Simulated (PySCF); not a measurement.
**SiP: energy against distance**

Set-up: PySCF, no relativity, basis sets Si cc-pV(D+d)Z, P cc-pV(D+d)Z. Energies in eV from Si + P in their ground configurations at the same level. State: ²Π (doublet), unpaired electrons π ↑.

Curves on a restricted Hartree–Fock reference rise too fast on stretching and do not dissociate correctly.

| R (Å) | ROHF-MP2 | B97-3 |
| --- | --- | --- |
| 1.788 | -1.347 | -2.425 |
| 1.871 | -2.177 | -3.219 |
| 1.954 | -2.648 | -3.660 |
| 2.017 | -2.826 | -3.820 |
| 2.079 | -2.892 | -3.869 |
| 2.141 | -2.871 | -3.832 |
| 2.224 | -2.742 | -3.685 |
| 2.329 | -2.468 | -3.393 |
| 2.453 | -2.046 | -2.963 |
| 2.619 | -1.426 | -2.397 |

Question: Put a parabola through the three lowest points of the ROHF-MP2 curve and estimate Re, k and ωe (reduced mass 14.7 u; 1 eV/Å² = 0.16022 mdyn/Å; ωe = 1302.8·√(k/μ) cm⁻¹).

Answer: Through R = 2.017, 2.079, 2.141 Å the second-order coefficient is 11.3 eV/Å², so Re ≈ 2.095 Å, k ≈ 3.63 mdyn/Å and ωe ≈ 647 cm⁻¹. A polynomial fit of higher order to the unrounded ROHF-MP2 energies gives Re = 2.093 Å, k = 3.38 mdyn/Å, ωe = 624 cm⁻¹; anharmonicity and rounding make the difference.

The higher-order fit for each curve: ROHF-MP2: Re = 2.093 Å, ωe = 624 cm⁻¹, De = 2.89 eV; B97-3: Re = 2.081 Å, ωe = 634 cm⁻¹, De = 3.87 eV.

Correlated steps freeze 10 core orbitals. Correlated levels converge slowly with the basis: in double zeta they bind strong bonds too weakly, by up to about 1 eV, and carry superposition errors of some tenths. ⟨S²⟩ of the unrestricted solution departs from its pure value on part of the curve, where spin states mix. The state was picked by a PBE0 search and need not be the measured ground state.
